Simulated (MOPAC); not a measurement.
# PM6-DH+ run of NOF (nitrosyl fluoride)

What is the adiabatic ionisation energy of NOF (nitrosyl fluoride) at PM6-DH+? 

The results are computed with MOPAC 23.2.5.

1 further run of the same task is left out (set aside as unsound or not needed).

### 1 Starting point

NOF has 3 atoms, charge 0, and is taken as a singlet. SMILES: `O=NF`. All atoms were displaced at random from a relaxed shape. The run starts from this shape.

Bond lengths: O1–N2 1.116 Å, N2–F3 1.466 Å. Angles: O1–N2–F3 110.5°.

### 2 A structure relaxation at PM6-DH+

calc.mop reads:

```
PRECISE DISP GNORM=0.01 GRADIENTS CYCLES=300 PM6-DH+ AUX(PRECISION=9) THREADS=1
PM6-DH+ optimise

O      0.861228     0.228768     0.500945
N      0.134397    -0.479955     0.038540
F     -1.004650     0.248720    -0.529052
```

On the command line:

```sh
mopac calc.mop
```

calc.out, shortened:

```text
MOPAC v23.2.5
PM6-DH+ CALCULATION RESULTS
[...]
 *  GNORM      - EXIT WHEN GRADIENT NORM DROPS BELOW 0.010
[...]
           Empirical Formula: N O F  =     3 atoms
      MOLECULAR POINT GROUP   :   Cs
[...]
 CYCLE:     1 TIME:   0.000 TIME LEFT:  2.00D  GRAD.:   122.073 HEAT: -1.197472
[...]
 CYCLE:     7 TIME:   0.000 TIME LEFT:  2.00D  GRAD.:     0.007 HEAT: -2.960769
[...]
     SCF FIELD WAS ACHIEVED
[...]
                              SUM =         -2.96077 KCAL/MOL = FINAL HEAT OF FORMATION
          TOTAL ENERGY            =       -938.66652 EV
          ELECTRONIC ENERGY       =      -1738.62905 EV
          CORE-CORE REPULSION     =        799.96253 EV
          COSMO AREA              =         65.48 SQUARE ANGSTROMS
          COSMO VOLUME            =         46.38 CUBIC ANGSTROMS
          GRADIENT NORM           =          0.00708          =       0.00409 PER ATOM
          IONIZATION POTENTIAL    =         11.411063 EV
          HOMO LUMO ENERGIES (EV) =        -11.411 -1.631
          NO. OF FILLED LEVELS    =          9
          MOLECULAR WEIGHT        =         49.0045         POINT GROUP:  Cs
[...]
                             CARTESIAN COORDINATES
   1    O        0.866822530     0.240842215     0.505069406
   2    N        0.111272385    -0.486050722     0.025233182
   3    F       -0.989928372     0.242873691    -0.521411182
           Empirical Formula: N O F  =     3 atoms
      MOLECULAR POINT GROUP   :   Cs
[...]
              NET ATOMIC CHARGES AND DIPOLE CONTRIBUTIONS
  ATOM NO.   TYPE          CHARGE      No. of ELECS.   s-Pop       p-Pop
    1          O          -0.093941        6.0939     1.88817     4.20578
    2          N           0.320197        4.6798     1.81594     2.86386
    3          F          -0.226256        7.2263     1.98963     5.23663
 DIPOLE           X         Y         Z       TOTAL
 POINT-CHG.     0.856    -1.120     0.378     1.459
 HYBRID         0.135     0.957     0.156     0.979
 SUM            0.991    -0.163     0.534     1.137
[...]
 * JOB ENDED NORMALLY *
[...]
```

Run time: 0.04 s. Hardware: 1 thread of Arm Neoverse N1, shared host.

The path in brief:

| step | energy from the first frame kept (eV) | largest force (eV/Å) |
| --- | --- | --- |
| 0 | 0.0000 | 3.8562 |
| 1 | -0.0236 | 2.9497 |
| 2 | -0.0700 | 0.6917 |
| 3 | -0.0746 | 0.4729 |
| 4 | -0.0765 | 0.0278 |
| 5 | -0.0765 | 0.0029 |
| 6 | -0.0765 | 0.0002 |

After the run. Bond lengths: O1–N2 1.153 Å, N2–F3 1.429 Å. Angles: O1–N2–F3 110.0°.

### 3 The doublet cation: a structure relaxation at PM6-DH+

run.mop reads:

```
charge=1 disp doublet cycles=300 uhf gnorm=0.05 pm6-dh+ aux(precision=9) threads=1
FNO charge 1

O 0.866823 1 0.240842 1 0.505069 1
N 0.111272 1 -0.486051 1 0.025233 1
F -0.989928 1 0.242874 1 -0.521411 1
```

On the command line:

```sh
mopac run.mop
```

run.out, shortened:

```text
MOPAC v23.2.5
PM6-DH+ CALCULATION RESULTS
[...]
 *  GNORM      - EXIT WHEN GRADIENT NORM DROPS BELOW 0.050
[...]
           Empirical Formula: N O F  =     3 atoms
      MOLECULAR POINT GROUP   :   Cs
[...]
 CYCLE:     1 TIME:   0.000 TIME LEFT:  2.00D  GRAD.:    93.133 HEAT:  253.5803
[...]
 CYCLE:    10 TIME:   0.000 TIME LEFT:  2.00D  GRAD.:     0.040 HEAT:  243.9242
[...]
     SCF FIELD WAS ACHIEVED
[...]
                              SUM =        243.92418 KCAL/MOL = FINAL HEAT OF FORMATION
          TOTAL ENERGY            =       -927.96048 EV
          ELECTRONIC ENERGY       =      -1728.41499 EV
          CORE-CORE REPULSION     =        800.45451 EV
          COSMO AREA              =         64.84 SQUARE ANGSTROMS
          COSMO VOLUME            =         45.45 CUBIC ANGSTROMS
          GRADIENT NORM           =          0.04029          =       0.02326 PER ATOM
          IONIZATION POTENTIAL    =         19.026666 EV
          ALPHA SOMO LUMO (EV)    =        -19.027 -9.260
          BETA  SOMO LUMO (EV)    =        -22.888 -9.702
          NO. OF ALPHA ELECTRONS  =          9
          NO. OF BETA  ELECTRONS  =          8
          MOLECULAR WEIGHT        =         49.0045         POINT GROUP:  Cs
[...]
                             CARTESIAN COORDINATES
   1    O        0.957069795     0.153014681     0.547469628
   2    N        0.084089214    -0.309915436     0.025242967
   3    F       -1.049405938     0.172235315    -0.560329952
           Empirical Formula: N O F  =     3 atoms
      MOLECULAR POINT GROUP   :   Cs
[...]
              NET ATOMIC CHARGES AND DIPOLE CONTRIBUTIONS
  ATOM NO.   TYPE          CHARGE      No. of ELECS.   s-Pop       p-Pop
    1          O           0.355700        5.6443     1.88995     3.75435
    2          N           0.431706        4.5683     1.61350     2.95480
    3          F           0.212594        6.7874     1.99029     4.79711
 DIPOLE           X         Y         Z       TOTAL
 POINT-CHG.     1.076    -0.341     0.566     1.262
 HYBRID         0.074     0.536     0.087     0.548
 SUM            1.150     0.195     0.652     1.336
[...]
                    (S**2)  =    0.754294
[...]
 * JOB ENDED NORMALLY *
[...]
```

It took 0.04 s on 1 thread of Arm Neoverse N1, shared host.

Step by step:

| step | energy from the first frame kept (eV) | largest force (eV/Å) |
| --- | --- | --- |
| 0 | 0.0000 | 3.2771 |
| 1 | -0.1028 | 6.3616 |
| 2 | -0.3239 | 2.5426 |
| 3 | -0.3952 | 1.1733 |
| 4 | -0.4184 | 0.1748 |
| 5 | -0.4187 | 0.0247 |
| 6 | -0.4187 | 0.0217 |
| 7 | -0.4187 | 0.0056 |
| 8 | -0.4187 | 0.0103 |
| 9 | -0.4187 | 0.0012 |

After the run. Bond lengths: O1–N2 1.118 Å, N2–F3 1.364 Å. Angles: O1–N2–F3 134.7°.

### 4 Summary of results

At PM6-DH+:

| quantity | value |
| --- | --- |
| run 1, PM6-DH+: total energy at the end | -34.49536 Eh |
| run 1, PM6-DH+: dipole moment | 1.14 D |
| run 1, PM6-DH+: HOMO energy | -11.41 eV |
| run 1, PM6-DH+: LUMO energy | -1.63 eV |
| run 1, PM6-DH+: HOMO–LUMO gap | 9.78 eV |
| run 1, PM6-DH+: dispersion energy | -0.01 kJ/mol |
| run 1, PM6-DH+: heat of formation | -3.0 kcal/mol |
| doublet cation: total energy at the end | -34.10192 Eh |
| doublet cation: HOMO energy (over α and β) | -19.03 eV |
| doublet cation: LUMO energy (over α and β) | -9.70 eV |
| doublet cation: dispersion energy | -0.02 kJ/mol |
| doublet cation: heat of formation | 243.9 kcal/mol |
| doublet cation: ⟨S²⟩ | 0.754 |
| adiabatic ionisation energy (to the doublet cation, no zero-point term) | 10.706 eV |

**Reading.** The adiabatic ionisation energy (to the doublet cation, no zero-point term) is 10.71 eV (247 kcal/mol). The optimisation (run 1, PM6-DH+) took 6 steps and changed the energy by -0.076 eV. The optimisation (doublet cation) took 9 steps and changed the energy by -0.419 eV.
